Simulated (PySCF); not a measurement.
**NaO: from the state search to spectroscopic constants**

What are the lowest state that PBE0 finds, the bond length, vibrational wavenumber and bond energy of NaO, and how much do these hang on the method?

The runs use PySCF 2.14.0; Na aug-cc-pVDZ, O aug-cc-pVDZ, no relativity.

**1. Set-up**

Settings of the job:

```json
{
  "atoms": "Na, O",
  "charge": "0",
  "basis": "Na aug-cc-pVDZ, O aug-cc-pVDZ",
  "Hamiltonian": "no relativity",
  "basis functions": "50",
  "electrons treated": "19",
  "masses in u": "22.9898, 15.9949",
  "levels": "PBE0, PBE, r²SCAN, MN15, r²SCANh, BHandHLYP, ωB97X, HF, MP2, SCS-MP2, CCSD, CCSD(T)",
  "grid": "80 radial by 434 angular points",
  "occupations": "held fixed by the projection of orbital angular momentum",
  "dissociation limit": "Na + O, each in its ground configuration",
  "starting distance in angstrom": "2.175",
  "values of 2S to try": "1, 3"
}
```

Command:

```sh
$ OMP_NUM_THREADS=1 python dia.py task.json out
```

The runs that follow: First curve: PBE0; Higher solutions at PBE0; PBE (GGA); r²SCAN (meta-GGA); MN15 (hybrid meta-GGA); r²SCANh (hybrid meta-GGA); BHandHLYP; ωB97X; UHF (mean field); Correlated methods on the Hartree–Fock reference.

Before running it: what results should come out? Wanted: for each run, Re; ωe; De; μ.

As calculated:

Lowest PBE0 solution found, without spin–orbit coupling: ²Π (doublet), unpaired electrons π ↑. State 2 has its PBE0 minimum 0.31 eV higher. The other levels ran on the lowest alone.

```
      level  Re (Å)  ωe (cm⁻¹)  De (eV)  μ (D)
        UHF   2.057        511     0.89  -8.80
    UHF-MP2   2.064        479     2.59    n/a
UHF-SCS-MP2   2.062        480     2.54    n/a
   UHF-CCSD   2.058        482     2.43    n/a
UHF-CCSD(T)   2.064        474     2.52    n/a
        PBE   2.082        464     2.88  -7.60
     r²SCAN   2.068        484     2.79  -8.13
    r²SCANh   2.062        491     2.68  -8.25
       PBE0   2.060        490     2.57  -8.15
       MN15   2.050        494     2.84  -8.48
  BHandHLYP   2.044        511     2.36  -8.37
      ωB97X   2.065        488     2.95  -8.58
```

De is counted to Na + O in their ground configurations. A positive dipole means Na(−)O(+).

Differences from CCSD(T) in the same basis:

```
      level  Re (mÅ)  ωe (%)
        UHF       -7    +7.8
    UHF-MP2        0    +1.1
UHF-SCS-MP2       -2    +1.2
   UHF-CCSD       -5    +1.7
        PBE      +18    -2.2
     r²SCAN       +4    +2.1
    r²SCANh       -2    +3.6
       PBE0       -3    +3.4
       MN15      -14    +4.2
  BHandHLYP      -20    +7.8
      ωB97X       +2    +3.0
```

In words: Against CCSD(T) in the same basis, the bond length is nearest at UHF-MP2 (0 mÅ) and farthest at BHandHLYP (-20 mÅ); the wavenumber is nearest at UHF-MP2 (+1.1 %) and farthest at UHF and BHandHLYP (+7.8 %). Hartree–Fock falls on the short and stiff side, its usual fault. PBE gives a bond that is too long and too soft, as GGAs tend to. CCSD(T) in a basis this small is itself some way from its limit, more so than the functionals. Among the levels with a De in the table, it runs from 0.89 eV (UHF) to 2.95 eV (ωB97X).

Correlated steps freeze 2 core orbitals.
